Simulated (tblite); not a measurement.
C5H9S (doublet state).
Bonds: C1–C2 (double), C2–C3, C3–C4, C4–C5, C5–S6. Hydrogens: H7, H8 on C1; H9 on C2; H10 on C3; H11, H12 on C4; H13, H14 on C5; H15 on S6.
Bond orders are those of one Lewis drawing.

Computed with GFN2-xTB (tblite), gas phase: L-BFGS steps from a force-field or distance-geometry start until the largest atomic force falls under 0.01 eV/Å.

Step 3: E = -501.9882 eV
```
atom  x, y, z in Å  |  force x, y, z in eV/Å
C1      2.6433    0.4294    0.5353    0.103   0.085   0.040
C2      1.5004   -0.2565    0.2397   -0.038   0.027   0.019
C3      0.3801    0.2993   -0.3491    0.075  -0.095   0.059
C4     -0.8520   -0.4803   -0.6189   -0.140  -0.067  -0.006
C5     -1.8124   -0.5366    0.5833   -0.032   0.054   0.020
S6     -2.5594    1.0878    0.9782   -0.058  -0.142  -0.064
H7      3.4875   -0.0502    0.9994   -0.051   0.026  -0.038
H8      2.7311    1.4786    0.3150    0.022   0.023  -0.005
H9      1.4806   -1.3097    0.4917   -0.114  -0.044  -0.047
H10     0.3815    1.3458   -0.6095    0.021   0.054   0.026
H11    -1.3929   -0.0708   -1.4753   -0.009   0.088   0.060
H12    -0.5917   -1.5121   -0.8560    0.059  -0.153   0.018
H13    -1.3189   -0.8963    1.4860    0.104   0.028  -0.054
H14    -2.6497   -1.2022    0.3633   -0.010   0.139  -0.016
H15    -1.4318    1.6818    1.3556    0.067  -0.023  -0.011
```

Step 4: E = -501.9908 eV
```
atom  x, y, z in Å  |  force x, y, z in eV/Å
C1      2.6435    0.4301    0.5357    0.089   0.102   0.030
C2      1.5000   -0.2544    0.2402   -0.003  -0.064   0.047
C3      0.3803    0.2967   -0.3476   -0.002  -0.010  -0.001
C4     -0.8530   -0.4818   -0.6197   -0.063  -0.080   0.026
C5     -1.8113   -0.5361    0.5822   -0.042   0.040   0.044
S6     -2.5598    1.0851    0.9774   -0.038  -0.086  -0.049
H7      3.4868   -0.0495    0.9986   -0.024   0.006  -0.022
H8      2.7317    1.4786    0.3150    0.022   0.041  -0.007
H9      1.4774   -1.3079    0.4896   -0.088  -0.065  -0.027
H10     0.3826    1.3432   -0.6078    0.006   0.066   0.018
H11    -1.3934   -0.0683   -1.4729   -0.014   0.076   0.018
H12    -0.5906   -1.5147   -0.8546    0.033  -0.115   0.005
H13    -1.3167   -0.8951    1.4844    0.100   0.017  -0.048
H14    -2.6504   -1.1982    0.3632   -0.021   0.098  -0.019
H15    -1.4316    1.6803    1.3548    0.044  -0.026  -0.016
```

Step 5: E = -501.9937 eV
```
atom  x, y, z in Å  |  force x, y, z in eV/Å
C1      2.6446    0.4329    0.5364   -0.004   0.026   0.009
C2      1.5003   -0.2534    0.2423   -0.011  -0.041   0.021
C3      0.3795    0.2939   -0.3461   -0.003   0.031  -0.015
C4     -0.8547   -0.4857   -0.6199    0.033  -0.033   0.014
C5     -1.8106   -0.5348    0.5818   -0.019  -0.007   0.043
S6     -2.5609    1.0803    0.9754    0.009   0.031  -0.010
H7      3.4860   -0.0485    0.9975    0.023  -0.008   0.003
H8      2.7331    1.4799    0.3148    0.019   0.074  -0.013
H9      1.4715   -1.3070    0.4863   -0.035  -0.092   0.010
H10     0.3842    1.3410   -0.6051   -0.020   0.059   0.011
H11    -1.3944   -0.0635   -1.4696    0.001   0.020   0.001
H12    -0.5887   -1.5203   -0.8526   -0.014  -0.041  -0.007
H13    -1.3116   -0.8933    1.4813    0.078  -0.003  -0.023
H14    -2.6519   -1.1912    0.3627   -0.046   0.023  -0.013
H15    -1.4307    1.6778    1.3533   -0.012  -0.038  -0.031
```

Problem. Estimate the geometry and energy of step 6. (The exact step hangs on the optimiser's Hessian estimate; all steps are aligned on step 5, rigid shifts and turns removed.)

Solution. E = -501.9945 eV, largest force 0.063 eV/Å
```
atom  x, y, z in Å  |  force x, y, z in eV/Å
C1      2.6449    0.4340    0.5368   -0.029   0.010   0.001
C2      1.5003   -0.2537    0.2432   -0.007  -0.036   0.014
C3      0.3796    0.2936   -0.3458   -0.010   0.034  -0.015
C4     -0.8550   -0.4872   -0.6198    0.050  -0.004   0.005
C5     -1.8109   -0.5345    0.5826    0.002  -0.021   0.013
S6     -2.5612    1.0794    0.9746    0.015   0.054   0.000
H7      3.4860   -0.0484    0.9972    0.026  -0.002   0.004
H8      2.7338    1.4817    0.3145    0.012   0.043  -0.006
H9      1.4692   -1.3086    0.4857   -0.016  -0.054   0.011
H10     0.3843    1.3418   -0.6043   -0.025   0.027   0.016
H11    -1.3946   -0.0619   -1.4687    0.011  -0.005   0.007
H12    -0.5883   -1.5227   -0.8523   -0.028  -0.006  -0.006
H13    -1.3089   -0.8929    1.4801    0.062  -0.009  -0.010
H14    -2.6531   -1.1889    0.3623   -0.045   0.003  -0.003
H15    -1.4305    1.6765    1.3524   -0.018  -0.035  -0.031
```

The energy changes by -0.0008 eV. The first-order estimate −F·Δx gives -0.0011 eV and the mean of the old and new forces, exact on a quadratic surface, -0.0008 eV. The step makes an angle of 43° with the force vector and moves no atom by more than 0.003 Å.

The cost below is that of the whole relaxation. On one thread, Arm Neoverse V2 (aarch64) (shared host), this took 0.17 s.
